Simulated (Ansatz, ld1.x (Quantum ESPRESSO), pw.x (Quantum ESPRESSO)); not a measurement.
Cs: one change to the PAW potential, in the atom and in the bcc crystal

ld1.x (Quantum ESPRESSO) 7.5 input, shortened:

```
&input
   title='Cs', zed=55., rel=1, dft='PBESOL', iswitch=3,
   config='[Xe] 5d0 6s0.5 6p0'
 /
 &inputp
   pseudotype=3, lpaw=.true., tm=.true., lloc=-2, rcloc=3.25,
   nlcc=.true., new_core_ps=.true., rcore=2.20,
   which_augfun='BESSEL', rmatch_augfun=2.30
 /
6
5S  1  0   2.00   0.00  2.35  2.65  0.0
6S  2  0   0.50   0.00  2.35  2.65  0.0
5P  2  1   6.00   0.00  2.70  3.25  0.0
6P  3  1   0.00   0.00  2.70  3.25  0.0
5D  3  2   0.00   0.00  4.00  4.30  0.0
5D  3  2   0.00   0.90  4.00  4.30  0.0
 &test
   configts(1)='5s2 5p6 5d0 6s0.5 6p0'
 /
```

Change: waves 5d (bound): rcut 4.00, rcutus 4.40 bohr; 5d channel at 0.9 Ry: rcut 4.00, rcutus 4.40 bohr.

Cutoffs, loose and tight: the cutoffs (Ry, on a coarse ladder) from which the occupation-weighted sum of valence levels, in a spherical-Bessel basis at the reference potential, stays within 10 and 1 mRy of its value at 400 Ry. They do not see the model core or the augmentation charge, which bear on the density cutoff. Test errors are all-electron minus pseudo excitation energies from the reference, over the configurations 5s2 5p6 5d0 6s1 6p0; 5s2 5p6 5d0 6s0 6p0; 5s2 5p6 5d0 6s0 6p1; 5s2 5p5 5d0 6s1 6p0; 5s2 5p6 5d0.5 6s0.5 6p0; 5s1 5p6 5d0 6s1 6p0; 5s2 5p6 5d1 6s0 6p0; variants that change the core or the reference have their own tests.

Crystal test: bcc Cs in pw.x 7.5, no spin, 8³ k-points, Fermi–Dirac smearing 0.01 Ry, cutoffs set for each file from its atomic test. The reference is all-electron LAPW (Ansatz 0.2.0) with the same functional, mesh and smearing; V0 and B0 come from Birch–Murnaghan fits to the pressures at five volumes. Errors are pseudo minus all-electron; Δ is the rms difference of the E(V) curves that follow from these fits, minima aligned, over ±6 % about the mean V0. Mesh and smearing are coarse, so the numbers serve the comparison and aren't converged zero-temperature values; the lattice is a test structure that the element need not adopt.

All-electron: a0 = 6.009 Å (V0 = 108.50 Å³/atom), B0 = 2.0 GPa.

Does the change bring the crystal closer to the all-electron result?

The mean pressure error goes from +0.04 to +0.00 GPa, so the change moves the solid closer to the all-electron pressures.

```csv
quantity,base,changed
outcome (atom),generated,generated
"cutoff, loose (atom)",8 Ry,8 Ry
"cutoff, tight (atom)",12 Ry,12 Ry
bound ghosts (atom),none,none
largest test error (meV) (atom),-13,-13
cutoffs in pw.x (Ry),40/320,40/320
a0 (Å),6.048,6.012
a0 error (%),+0.64,+0.05
B0 error (%),+2.5,+1.5
Δ (meV/atom),0.9,0.1
mean pressure error (GPa),+0.04,+0.00
```

Base: This is a poor potential for the solid. The atomic cutoffs weigh occupied waves only.
